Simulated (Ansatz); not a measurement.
How the width of the whole s-p valence band of rock-salt MgS moves with the method

No measured value is used here.

```
level (code)                   value (eV)  cell (Å³/atom)
-----------------------------  ----------  --------------
LDA (Ansatz)                        12.65           17.61
PBE (Ansatz)                        12.67           17.61
revPBE (Ansatz)                     12.44           18.29
RPBE (Ansatz)                       12.65           17.61
PBEsol-D3(BJ) (Ansatz)              12.97           16.76
r²SCAN (Ansatz)                     13.19           17.61
r²SCAN-D4 (Ansatz)                  13.25           17.41
B3LYP (VWN-RPA form) (Ansatz)       13.69           17.61
Hartree–Fock (Ansatz)               17.78           17.61
```

Widths are read from band energies on the run's k points.  Values are at the measured cell; revPBE at the level's own relaxed cell; PBEsol-D3(BJ) at the level's own equilibrium cell; r²SCAN-D4 at the level's own relaxed cell. Cutoffs and k meshes differ between the levels. Ansatz's density-functional and Hartree–Fock values are scalar-relativistic unless marked +SOC, with PAW data made under PBE.

Ansatz is an electronic-structure program.
